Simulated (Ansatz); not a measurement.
Compare A (`C=C(C)C=O`) with its isomer B (`C1=CCOC1`).

Computed with Ansatz on PBE0-D4/def2-TZVP structures; ΔE is electronic, products minus reactants. CCSD(T)/CBS is the MP2 limit (def2-TZVPP, def2-QZVPP) plus CCSD(T) − MP2 in def2-TZVPP, frozen cores. DFT in def2-TZVPP. One conformer a species, not always the lowest.

Problem. Which is lower in electronic energy at CCSD(T)/CBS, and by how much? (Estimate.)

Solution. Ansatz gave: A, by 36.2 kJ/mol.

Problem. Give E(B) − E(A) in kJ/mol with r2SCAN-D4, ωB97M-V, CCSD/def2-TZVPP, PBE0-D4, BLYP-D4, PBE-D4, LDA (SPW92). (An estimate is asked.)

Solution. The calculation gave: r2SCAN-D4 41.6, ωB97M-V 34.0, CCSD/def2-TZVPP 35.8, PBE0-D4 27.8, BLYP-D4 62.1, PBE-D4 41.3, LDA (SPW92) 12.4. None reverses the order clearly.

Problem. Does the order hold for the free energy at 298.15 K (harmonic terms from PBE0-D4)? (Estimate.)

Solution. The calculation gave: Yes: G(B) − G(A) = +49.1 kJ/mol, for one conformer each.

Largest T1 diagnostic: 0.014.

In def2-TZVPP, CCSD(T) changes the Hartree–Fock value by −4.4 kJ/mol (the triples alone add +3.5 kJ/mol) and MP2 by −4.6 kJ/mol. Leaving LDA and LC-ωPBE aside and taking each functional with its dispersion term where it has one, the values, not all of them listed here, spread over 37.5 kJ/mol, from PBE-QIDH to BLYP-D4. LDA lies −29.7 kJ/mol from PBE without D4.
